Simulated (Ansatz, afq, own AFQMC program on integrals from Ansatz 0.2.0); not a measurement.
CHB, triplet in 6-31G, levels against full CI

```xyz
3

B     0.0000    0.0000    0.0901
C     0.0000    0.0000   -1.3588
H     0.0000    0.0000    1.2688
```

Connectivity, by distances: BH–C.

Basis 6-31G. Only valence electrons are correlated. AFQMC by an in-house program on the Cholesky factors that Ansatz 0.2.0 writes for its CCSD(T) run. The CISD trial takes its coefficients from CCSD amplitudes. Released means that phaseless walkers are propagated on without the constraint, phases kept. Error bars are statistical, one sigma.

Determinant: UHF, the one that the program's search chose, which needn't be the lowest solution. The geometry is a PBE0/def2-TZVP stationary point of this or a neighbouring charge and spin state.

Full CI on the same integrals is exact in this basis and with this determinant's frozen core.

Cautions: strong correlation (T1 0.074, weight of the determinant 0.82, largest double 0.16); unrestricted determinant spin contaminated (⟨S²⟩ 2.41 against 2.00); the ph-AFQMC/CISD walk drifts between its halves (2.7 errors).

The T1 diagnostic is 0.0737 and the weight of the determinant in the CISD state is 0.817. The ⟨S²⟩ of the determinant is 2.409 and the size of the correlated space is 8 electrons in 18 orbitals.

Reference: full CI, correlation energy -3.327 eV. The released energy is read at 2.40 1/Eh (meV from the phaseless value at times in 1/Eh: -6 ± 3 at 0.24, -10 ± 3 at 0.51, -11.5 ± 2.2 at 0.99, -10.0 ± 2.0 at 1.62, -7 ± 4 at 2.40). The cautions show a poor starting determinant, so the rows tell how each method copes with it here, and full CI is the sure value.

```tsv
level	E − E(reference) (mEh)	share of correlation (%)
HF	122.28	0.00
MP2	41.86	65.77
CCSD	5.45	95.55
CCSD(T)	1.77	98.55
CCSDT	0.37	99.69
CCSDT(Q)	0.02	99.98
CCSDTQ	0.03	99.97
ph-AFQMC/HF	-1.39 ± 0.82	101.14
ph-AFQMC/CISD	0.41 ± 0.10	99.67
released AFQMC	0.13 ± 0.13	99.89
```

CCSDT and higher add their correlation energy to the determinant of the CCSD(T) run, since their own runs factorise the integrals more tightly (a shift of under 2 meV). Released energies are given only where the last usable release times agree within the noise; a slower fall can still hide under it.
